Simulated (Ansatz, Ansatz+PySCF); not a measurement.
```xyz
5

C     0.0000    0.0000    0.0000
H     0.5833    0.5833    0.5833
H     0.5833   -0.5833   -0.5833
H    -0.5833    0.5833   -0.5833
H    -0.5833   -0.5833    0.5833
```

RHF-MP2 on singlet CH₄ was run in several spherical basis sets with Ansatz (development build ahead of 0.2.0). Frozen core: 1 orbital.

Rank the basis sets by the total energy that they give, lowest first, with the distance from the lowest.
A. cc-pVTZ
B. 6-31G(d)
C. def2-SVP
D. cc-pVDZ
E. def2-TZVP

A (0.00 eV), E (0.33 eV), D (1.61 eV), B (2.27 eV), C (2.36 eV).

Totals follow the description of the cores as much as that of the bonds, so this order isn't one of quality for chemistry.
